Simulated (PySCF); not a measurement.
Gas-phase reaction: C₂H₂ (acetylene) + 4 CH₂ ⇌ 2 C₃H₅ (allyl)

Method: PySCF energies plus ideal-gas RRHO corrections (1 bar). 'Table' is the NASA 1993 thermochemical table (part measured, part estimated). † marks an energy on the PBE0/def2-TZVP geometry and frequencies; other levels use their own. CCSD(T) freezes the core. Open shells (unrestricted): CH₂ (multiplicity 3), C₃H₅ (allyl) (multiplicity 2); the rest are closed-shell singlets. B3LYP is the form with VWN-RPA correlation. CCSD(T) isn't extrapolated to the basis-set limit. The table's entry may be an old estimate for CH₂, C₃H₅ (allyl) (not checked at source). Warning, spin contamination: C₃H₅ (allyl) (CCSD(T)/def2-SVP†, HF/def2-TZVP†).

| level | ΔH°(298 K), kJ |
|---|---|
| table | -1445.4 |
| B3LYP/def2-TZVP† | -1452.7 |
| BLYP/def2-TZVP† | [?] |
| CCSD(T)/def2-SVP† | -1395.8 |
| HF/def2-TZVP† | -1038.6 |
| M06-2X/def2-TZVP† | [?] |
| PBE/def2-TZVP† | [?] |
| PBE0/def2-SVP† | -1496.9 |
| PBE0/def2-TZVP | -1469.0 |
| LDA/def2-TZVP† | [?] |
| ωB97X-V/def2-TZVP† | -1508.0 |

**Question.** Some entries are withheld; supply them.

**Answer.** 
- BLYP/def2-TZVP†, ΔH°(298 K), kJ: -1450.4
- M06-2X/def2-TZVP†, ΔH°(298 K), kJ: -1418.4
- PBE/def2-TZVP†, ΔH°(298 K), kJ: -1501.8
- LDA/def2-TZVP†, ΔH°(298 K), kJ: -1725.0
